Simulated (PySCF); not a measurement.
Na(Cl) cation (ClNa), SMILES [Na][Cl] (connectivity only; charge and spin as stated), charge +1, multiplicity 2.

Coordinates come from a PBE0-D3(BJ)/def2-TZVPD optimisation. The spin state was assumed, not searched.

All values below come from IEF-PCM-B3LYP/def2-TZVPD (PySCF).

The values are the electrostatic part of the solvation free energy, E(continuum) − E(gas) at the gas-phase geometry, in a cavity of scaled van der Waals radii (PySCF's table); cavitation and dispersion terms are not included. A continuum can't describe solvent molecules that bind to the metal.

Computed values in water (ε = 78.36), tetrahydrofuran (ε = 7.43), acetonitrile (ε = 35.69):
| solvent | ε | ΔG(elec) (kcal/mol) |
|---|---|---|
| water | 78.36 | -57.2 |
| tetrahydrofuran | 7.43 | -50.0 |
| acetonitrile | 35.69 | -56.3 |
